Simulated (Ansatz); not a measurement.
Input file:

```yaml
crystal:
  periodic: [false, false, false]
  atoms:
    - {symbol: Si, position_ang: [0.000000, 0.000000, 0.000000]}
    - {symbol: S, position_ang: [0.000000, 0.000000, 1.930000]}
basis:
  gaussian: {orbitals: cc-pVTZ-DK}
magnetization: {spin_polarized: false}
hamiltonian: {xc: {name: B3LYP}}
correlation: {method: ccsd, electrons: all}
output: {forces: true}
```

```sh
$ ansatz run in.yaml --threads 1 --pin off --events-out ev --progress --plain --max-ram 2393MiB
```

The program prints:

```
405 factors; integrals over basis functions are off by at most 1.1e-3 eV
mean field evaluation 1: about -18759.3035 eV, gradient 2.3e1 eV
mean field evaluation 2: about -18759.3039 eV, gradient 2.3e1 eV
mean field evaluation 4: about -18760.8809 eV, gradient 7.7e0 eV
mean field evaluation 8: about -18761.0949 eV, gradient 4.3e-1 eV
mean field evaluation 16: about -18761.0956 eV, gradient 9.8e-6 eV
mean field -18761.09561577 eV, -689.4575471522 hartree, gradient 9.8e-6 eV, S^2 0.000000; 0 other end points of the search recorded, 0 dependent functions left out
reference -18726.16186109 eV, -688.1737553467 hartree; 15, 15 occupied and 53, 53 virtual orbitals, 405 factors
second order -9.98699323 eV of doubles, -0.37292072 eV of singles
cycle   1  -10.11056255 eV  change    2.4e-1 eV  update   1.1e-1
cycle   2  -10.38172115 eV  change   -2.7e-1 eV  update   4.8e-2
cycle   3  -10.48731221 eV  change   -1.1e-1 eV  update   1.4e-2
cycle   4  -10.48203061 eV  change    5.3e-3 eV  update   3.4e-3
cycle   5  -10.48154200 eV  change    4.9e-4 eV  update   1.1e-3
cycle   6  -10.48182089 eV  change   -2.8e-4 eV  update   3.2e-4
cycle   7  -10.48164021 eV  change    1.8e-4 eV  update   1.1e-4
cycle   8  -10.48165686 eV  change   -1.7e-5 eV  update   4.2e-5
cycle   9  -10.48165147 eV  change    5.4e-6 eV  update   1.4e-5
cycle  10  -10.48164036 eV  change    1.1e-5 eV  update   3.4e-6
the calculation of the forces begins
Total energy: -18736.64350145 eV, -688.5589485252 hartree
Relativity: scalar
Atom 0 at     0.000000     0.000000     0.000000 Å, force    -0.000000     0.000000    -0.113473 eV/Å
Atom 1 at     0.000000     0.000000     1.930000 Å, force    -0.000000    -0.000000     0.113473 eV/Å
Dipole moment:     0.000000    -0.000000    -0.372972 e Å
```

Forces (eV/Å):
```
Si   0.000  0.000 -0.113
S    0.000  0.000  0.113
```

Ran on 1 thread of AMD EPYC, shared host: 18 s wall, 0.22 GiB peak host memory.
